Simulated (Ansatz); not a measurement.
Gas-phase electronic energies from Ansatz, PBE0-D4/def2-TZVP geometries. CCSD(T)/CBS adds triple-zeta CCSD(T) − MP2 to the extrapolated MP2 energy (def2 sets, frozen cores). Functionals use def2-TZVPP. Each species was taken in one conformer, which may not be the lowest.

`COC(O)F` → `OC(O)CF`  (isomerisation)

| level | ΔE (kcal/mol) |
| --- | --- |
| PBE-D4 | 0.5 |
| B2PLYP | 0.6 |
| PBE | 0.6 |
| HF/CBS(def2) | 2.2 |

(1) What does CCSD(T)/CBS give? (An estimate is asked.)

Largest T1 diagnostic among the species: 0.011.

## Answers

(1) Ansatz gave: -0.8 kcal/mol. The listed levels differ from it by 1.3, 1.4, 1.4, 3.0 kcal/mol.

In def2-TZVPP, CCSD(T) changes the Hartree–Fock value by −1.9 kcal/mol (the triples alone add +0.1 kcal/mol) and MP2 by −2.3 kcal/mol.

CCSD(T)/CBS has its own doubt, a few kJ/mol and more with outer-core shells, so smaller differences from it don't rank the levels.
